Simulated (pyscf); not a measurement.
Insertion: `[O]=[Si]` [singlet] + `[FH]` -> `[O]=[SiH][F]`

Gas phase, singlet surface, charge 0. Bonds broken: F3–H4. Bonds formed: Si1–F3, Si1–H4. Structures and frequencies: ωB97X-D3(BJ)/def2-SVP in PySCF. MP2 and CC: frozen core, UHF for open shells. ΔMP2 is the change of the MP2 total energy from the triple- to the quadruple-zeta basis.

Transition state (Å):

```xyz
4

Si     0.4669     0.5190    -0.8617
O      1.8537     0.9637    -1.2894
F      0.0741     0.2857     0.9405
H     -0.7923     0.0821     0.0500
```

One imaginary mode, 1525i cm⁻¹; descent along it reached the two sides named.

```csv
bond,change,reactant side (Å),saddle,product side
F3–H4,breaks,0.926,1.259,2.448
Si1–F3,forms,2.7,1.859,1.606
Si1–H4,forms,3.2,1.615,1.472
```

Electronic energies relative to the separated reactants (kcal/mol):

| level | barrier | reaction energy | reverse barrier |
|---|---|---|---|
| ωB97X-D3(BJ)/def2-TZVP | 33.3 | -40.2 | 73.5 |
| PBE/def2-TZVP | 24.2 | -36.8 | 60.9 |
| r²SCAN/def2-TZVP | 26.1 | -42.3 | 68.4 |
| B3LYP-D3(BJ)/def2-TZVP | 32.3 | -37.4 | 69.7 |
| PBE0-D3(BJ)/def2-TZVP | 30.5 | -38.8 | 69.3 |
| M06-2X/def2-TZVP | 37.0 | -37.3 | 74.3 |
| ωB97M-D3(BJ)/def2-TZVP | 35.2 | -35.3 | 70.5 |
| HF/def2-TZVP | 54.7 | -38.3 | 93.0 |
| MP2/def2-QZVPP | 36.7 | -36.4 | 73.1 |
| CCSD/def2-TZVPP | 42.8 | -34.3 | 77.1 |
| CCSD(T)/def2-TZVPP | 39.4 | -33.6 | 72.9 |
| CCSD(T)/def2-TZVPP + ΔMP2(QZVPP) | 38.6 | -34.2 | 72.7 |

With CCSD(T)/def2-TZVPP + ΔMP2(QZVPP) energies and thermal terms (ideal gas, 1 atm, RRHO with modes under 100 cm⁻¹ raised to 100, one conformer, R ln 2 for rigid chiral ones), in kcal/mol:

```json
[
 {"T (K)": "298", "ΔH‡": "36.1", "ΔG‡": "44.4", "ΔH": "-34.2", "ΔG": "-25.5"},
 {"T (K)": "600", "ΔH‡": "35.8", "ΔG‡": "53.0", "ΔH": "-34.4", "ΔG": "-16.5"},
 {"T (K)": "900", "ΔH‡": "35.9", "ΔG‡": "61.5", "ΔH": "-34.0", "ΔG": "-7.6"},
 {"T (K)": "1200", "ΔH‡": "36.1", "ΔG‡": "70.0", "ΔH": "-33.4", "ΔG": "+1.1"}
]
```

The same reactants have a lower exit, to HO–Si:–F [singlet] (barrier -3.7 kcal/mol at ωB97M-D3(BJ), against +35.2 kcal/mol here). O=SiH–F lies 15.8 kcal/mol over its isomer HO–Si:–F [singlet], and others may lie lower still (electronic energy, ωB97M-D3(BJ)). One saddle was located; it need not be the lowest between these sides. The CCSD(T) − MP2 part came from Ansatz, without density fitting, on the same reference.
